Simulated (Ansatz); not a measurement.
Abridged output of a molecular run in Ansatz:

```
Functional definition: HF
820 factors; integrals over basis functions are off by at most 1.0e-3 eV
mean field evaluation 1: about -4909.1535 eV, gradient 3.7e1 eV
mean field evaluation 2: about -4909.1554 eV, gradient 3.7e1 eV
mean field evaluation 4: about -4911.8178 eV, gradient 2.5e0 eV
mean field evaluation 8: about -4911.8408 eV, gradient 1.8e-1 eV
mean field evaluation 16: about -4911.8390 eV, gradient 4.5e-1 eV
mean field -4911.84085562 eV, -180.5068220788 hartree, gradient 2.1e-6 eV, S^2 0.000000; 0 other end points of the search recorded, 0 dependent functions left out
3 core orbitals not correlated: weight in the atoms' cores, before any rotation towards them, 1.000 or more for the frozen orbitals, at most 0.000 for the correlated occupied ones
reference -4911.84085562 eV, -180.5068220788 hartree; 9, 9 occupied and 123, 123 virtual orbitals, 820 factors
second order -15.36424447 eV of doubles, -0.00000000 eV of singles
cycle   1  -15.44485933 eV  change   -8.1e-2 eV  update   7.5e-2
cycle   2  -15.75137510 eV  change   -3.1e-1 eV  update   2.2e-2
cycle   3  -15.82711192 eV  change   -7.6e-2 eV  update   1.2e-2
cycle   4  -15.81887274 eV  change    8.2e-3 eV  update   3.0e-3
cycle   5  -15.81708618 eV  change    1.8e-3 eV  update   1.3e-3
cycle   6  -15.81770821 eV  change   -6.2e-4 eV  update   4.1e-4
cycle   7  -15.81752698 eV  change    1.8e-4 eV  update   1.3e-4
cycle   8  -15.81745223 eV  change    7.5e-5 eV  update   4.5e-5
cycle   9  -15.81745527 eV  change   -3.0e-6 eV  update   2.1e-5
perturbative correction -0.50914542 eV, -0.0187107492 hartree
Total energy: -4928.16745632 eV, -181.1068135878 hartree
```

Its atoms:

Cartesian coordinates in Å:
```
N -0.461 -0.133 -0.547
B 0.418 0.076 0.508
F 0.869 1.312 0.748
H -0.829 -1.040 -0.770
H -0.780 0.608 -1.149
H 0.784 -0.821 1.210
```

Task: Which basis set was used?
A. def2-TZVPPD
B. def2-TZVPP
C. cc-pV(Q+d)Z
D. cc-pV(D+d)Z

Result: B. It gives 135 functions.

Task: Write the keys of the input that set method, charge and spin (a neutral closed shell needs none for the last two).

Result: 
```yaml
correlation: {method: ccsd_t}
```
